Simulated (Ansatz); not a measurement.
Two shapes of singlet NH3.

Shape 1:

```xyz
4

N    -0.0005   -0.0215    0.0765
H     0.9472    0.0340   -0.2489
H    -0.5057    0.8251   -0.2544
H    -0.4459   -0.8553   -0.2864
```

Shape 2:

```xyz
4

N     0.0000    0.0000    0.1119
H     0.8610    0.0000   -0.2610
H    -0.4305    0.7456   -0.2610
H    -0.4305   -0.7456   -0.2610
```

Basis set: cc-pVTZ (spherical functions). Correlated methods keep 1 orbital frozen. Charge 0, multiplicity 1.

Computed with Ansatz (development build ahead of 0.2.0); each method stands on the lowest determinant of its kind that the runs found.

Q: Which shape is lower in energy, and by how much in each method?

A:

| method | E(2) − E(1) (eV) |
| --- | --- |
| RHF | 0.287 |
| RHF-MP2 | 0.386 |

Shape 1 is lower.
